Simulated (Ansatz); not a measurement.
# BeH (quartet): wave-function methods side by side, def2-TZVPP

An exercise on one series of results from a longer session: the logs are not shown, and one member is left open.

Computed with Ansatz 0.2.0, Gaussian basis. Level: def2-TZVPP, core rule «outside noble gas», up to 1 orbitals frozen.

Plan: UHF; ROHF; CCSD(T) on UHF.

2 further runs of the same task are left out: 2 set aside as unsound or not needed.

**What is computed**

The geometry is a PBE0/def2-TZVP stationary point (not a proven minimum) of the parent state, kept for this charge and spin.

2 atoms, charge 0, spin multiplicity 4.

Atoms are counted from 1 here; the program's logs count them from 0.

Bond lengths: Be1–H2 1.356 Å.

The first run:

File in.yaml:

```yaml
crystal:
  periodic: [false, false, false]
  atoms:
    - {symbol: Be, position_ang: [0.000000, 0.000000, 0.000000]}
    - {symbol: H, position_ang: [0.000000, 0.000000, 1.356000]}
basis:
  gaussian: {orbitals: def2-TZVPP}
magnetization: {spin_polarized: true, initial_magnetization: 3}
hamiltonian: {xc: hf}
output: {orbitals: {seedname: orbitals}}
```

Launch:

```console
$ ansatz run in.yaml --threads 1 --pin off --events-out ev --progress --plain --max-ram 4096MiB --backend cpu
```

Steps of the session up to this table: UHF; ROHF; CCSD(T) on UHF.

One table of the session follows, with a row left open; its other results are not shown here.

```
  method  from UCCSD(T) (meV)
    ROHF               +258.3
     UHF                    ?
    UMP2                +95.8
   UCCSD                 +0.8
UCCSD(T)                    0
```

Estimate the missing values for UHF.

As computed: from UCCSD(T) (meV): +257.8. In the column «from UCCSD(T) (meV)» it lies between UMP2 (+95.8) and ROHF (+258.3).
